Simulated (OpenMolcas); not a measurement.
**BF (SMILES [B]F) at HF/def2-TZVPD**

What is the electrostatic solvation energy at fixed shape (PCM, acetonitrile) of BF at HF/def2-TZVPD? 

Program for the calculation: OpenMolcas 26.06.

1 further run of the same task is left out (set aside as unsound or not needed).

## 1. The system as given

The species is BF (2 atoms), meant as a singlet with charge 0. As SMILES, `[B]F`. Geometry: relaxed at GFN2-xTB.

Bond lengths: B1–F2 1.244 Å.

## 2. Energy and forces at HF/def2-TZVPD

Contents of mol.inp:

```
&GATEWAY
  BasLib
  $CurrDir
  Coord
  2
  angstrom
  B        0.000000       0.000000       0.000000
  F        0.000000       0.000000       1.244390
  Basis
  def2-TZVPD
  Group
  NoSym

&SEWARD

&SCF
  PrOrbitals
  1 1

&ALASKA
```

The basis set def2-TZVPD is read from a file made from the Basis Set Exchange's data (not shown).

Started as:

```console
$ export MOLCAS_MEM=1860
$ pymolcas mol.inp > mol.log
```

What it wrote:

```text
--- Start Module: gateway ---
[...]
--- Stop Module: gateway /rc=_RC_ALL_IS_WELL_ ---
[...]
      Basis functions           77
[...]
--- Start Module: scf ---
[...]
       Convergence after  10 Iterations
[...]
::    Total SCF energy                               -124.1625914781
[...]
      Total spin, S                                     0.0000000000
[...]
      Total electronic charge=   14.000000
      Total            charge=   -0.000000
[...]
      Dipole Moment (debye):
      Origin of the operator (angstrom)=    0.0000    0.0000    0.7878
                   X= -2.1044E-15               Y=  2.1294E-16               Z=  9.7837E-01           Total=  9.7837E-01
      Quadrupole Moment (debye*angstrom):
[...]
--- Stop Module: scf /rc=_RC_ALL_IS_WELL_ ---
[...]
--- Start Module: alaska ---
[...]
 *              Molecular gradients               *
 **************************************************
  Irreducible representation: a
 ------------------------------------------------------------------------------------------
                              X                       Y                       Z
 ------------------------------------------------------------------------------------------
  B1               -2.48053276916047E-14   -5.20343327658502E-15    5.59786809392193E-03
  F2                2.48053276916048E-14    5.20343327658503E-15   -5.59786809392193E-03
 ------------------------------------------------------------------------------------------
--- Stop Module: alaska /rc=_RC_ALL_IS_WELL_ ---
[...]
```

It took 5.7 s on 1 thread of Arm Neoverse N1, shared host; peak memory 0.44 GiB.

## 3. Energy and forces at HF/def2-TZVPD (PCM acetonitrile)

Contents of mol.input:

```
* BF Hartree-Fock
&GATEWAY
BASLIB=$CurrDir
COORD
2
angstrom
B        0.000000       0.000000       0.000000
F        0.000000       0.000000       1.244390
BASIS=def2-TZVPD
GROUP=NoSym
RF-INPUT
PCM-Model
Solvent=acetonitrile
End of RF-Input
&SEWARD
&SCF
PRORBITALS=1 1
&ALASKA
```

The basis set def2-TZVPD is read from a file made from the Basis Set Exchange's data (not shown).

Started as:

```console
$ export MOLCAS_MEM=300
$ pymolcas mol.input > mol.log
```

What it wrote:

```text
--- Start Module: gateway ---
[...]
--- Stop Module: gateway /rc=_RC_ALL_IS_WELL_ ---
[...]
      Basis functions           77
[...]
--- Start Module: scf ---
[...]
       Convergence after  10 Iterations
[...]
::    Total SCF energy                               -124.1682399373
[...]
      Total spin, S                                     0.0000000000
[...]
      Total electronic charge=   14.000000
      Total            charge=   -0.000000
[...]
      Dipole Moment (debye):
      Origin of the operator (angstrom)=    0.0000    0.0000    0.7878
                   X= -1.5470E-04               Y=  1.5470E-04               Z=  1.2854E+00           Total=  1.2854E+00
      Quadrupole Moment (debye*angstrom):
[...]
--- Stop Module: scf /rc=_RC_ALL_IS_WELL_ ---
[...]
--- Start Module: alaska ---
[...]
 *              Molecular gradients               *
 **************************************************
  Irreducible representation: a
 ------------------------------------------------------------------------------------------
                              X                       Y                       Z
 ------------------------------------------------------------------------------------------
  B1                5.24336744528003E-06   -5.24336728600631E-06    4.16665780543113E-04
  F2                3.63677586006289E-07   -3.63678179519185E-07   -4.08337935757253E-03
 ------------------------------------------------------------------------------------------
--- Stop Module: alaska /rc=_RC_ALL_IS_WELL_ ---
[...]
```

It took 6.9 s on 1 thread of Arm Neoverse N1, shared host; peak memory 0.16 GiB.

## 4. Results

Level: HF/def2-TZVPD.

| quantity | value |
| --- | --- |
| gas phase: total energy | -124.16259 Eh |
| gas phase: dipole moment | 0.98 D |
| gas phase: HOMO energy | -10.96 eV |
| gas phase: LUMO energy | 1.57 eV |
| gas phase: HOMO–LUMO gap | 12.53 eV |
| gas phase: largest force on an atom | 0.288 eV/Å |
| PCM, acetonitrile: total energy | -124.16824 Eh |
| PCM, acetonitrile: dipole moment | 1.29 D |
| PCM, acetonitrile: HOMO energy | -10.83 eV |
| PCM, acetonitrile: LUMO energy | 1.74 eV |
| PCM, acetonitrile: HOMO–LUMO gap | 12.57 eV |
| energy change from gas to solvent at fixed shape | -0.154 eV |

**Reading.** The solvent model (PCM, acetonitrile) lowers the energy by 0.15 eV (−3.5 kcal/mol) at the same shape. It holds the electrostatic part alone, without cavity or dispersion terms. The largest force (gas phase) is 0.29 eV/Å: the shape isn't a stationary point for this species at this level.
